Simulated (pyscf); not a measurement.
Optimised with ωB97X-D3(BJ)/def2-SVP in PySCF.

How much does it cost (ΔH, 298 K, ωB97M-D3(BJ)/def2-TZVP) to split F–W(F)(F)(F)(SH)–Cl at its Cl–W bond into [F–W(F)(F)(F)–SH]• + Cl•?

Cl–W to [F–W(F)(F)(F)–SH]• + Cl•: 52.0 kcal/mol. The 7 functionals that were run give +48.0 (M06-2X) to +66.3 kcal/mol (PBE). The radicals are drawn with the spin at the cut bond; how far it spreads was not checked. Other isomers of [F–W(F)(F)(F)–SH]• were not searched in full and may lie lower. Left out: the spin-orbit lowering of Cl. Open-shell species with a d-block atom are single-reference here; other states, and whether the spin sits on metal or ligand, were not checked. Elements past Kr carry the def2 core potentials, without spin-orbit coupling.
